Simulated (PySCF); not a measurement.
Compound: C5H11P.
Atom-mapped SMILES: `[CH3:1][CH2:2][PH:3][CH:4]1[CH2:5][CH2:6]1`

Structure used (PBE0-D3(BJ)/def2-SVP), in Å, numbered top down from 1:
```
atom  x, y, z in Å
C1     2.8023    0.5115   -0.1753
C2     1.4958   -0.1898    0.1664
P3     0.0993    1.0114    0.4504
C4    -1.3371   -0.1343    0.4664
C5    -1.7564   -0.9530   -0.7228
C6    -2.5917    0.2114   -0.2870
H7     2.7195    1.0809   -1.1150
H8     3.6227   -0.2127   -0.3002
H9     3.0980    1.2206    0.6137
H10    1.6043   -0.7609    1.1044
H11    1.2171   -0.9169   -0.6140
H12   -0.0544    1.4166   -0.9157
H13   -1.4929   -0.5954    1.4487
H14   -1.1742   -0.8510   -1.6442
H15   -2.1387   -1.9623   -0.5445
H16   -2.5851    1.1105   -0.9108
H17   -3.5526    0.0145    0.1962
```

NICS = −σ at a ghost point: NICS(0) at the centroid of the ring atoms, NICS(1) 1 Å to either side along the normal of their mean plane, zz for the tensor component along that normal. Level: GIAO PBE/pcSseg-1 (PySCF, non-relativistic, gas phase) on the PBE0-D3(BJ)/def2-SVP geometry, one conformer.

Ring bond lengths (Å): C4–C5 1.503, C5–C6 1.498, C6–C4 1.504.

Problem. Give the NICS values of each ring in ppm.

Solution. 
| ring | type | NICS(0) | NICS(1), two faces | NICS(1)zz, two faces | rms pucker (Å) | centre to ring atoms, mean (Å) |
| --- | --- | --- | --- | --- | --- | --- |
| C4–C5–C6 | 3-membered carbocycle; formal bonds all single | -42.9 | -8.1 / -8.3 | -22.9 / -21.3 | 0.00 | 0.87 |

Problem. What can be read from them?

Solution. 
- C4–C5–C6: mean NICS(1)zz -22.1 ppm, shielded. C4, C5, C6 have four or more neighbours, and the NICS criterion for π rings isn't applied. NICS(0) lies 35 ppm below the mean NICS(1).

Problem. At the second NICS(1) probe listed for ring C4–C5–C6, 1 Å off the ring, how large is the induced field along the normal in 11.7 T applied along it?

Solution. NICSzz × B0 = -21.3 ppm × 11.7 T = -249 μT, against the applied field.

Problem. How do the values depend on the level or the medium?

Solution. 
```csv
level,"NICS(0), C4–C5–C6","mean NICS(1)zz, C4–C5–C6"
"PBE/pcSseg-1, gas",-42.9,-22.1
"PBE0/pcSseg-1, gas",-43.6,-22.7
"PBE0/pcSseg-1, IEF-PCM benzene",-43.7,-22.8
"PBE0/pcSseg-1, IEF-PCM chloroform",-43.8,-22.8
```

The geometry is the same throughout; the continuum's cavity takes Bondi-type radii × 1.2.
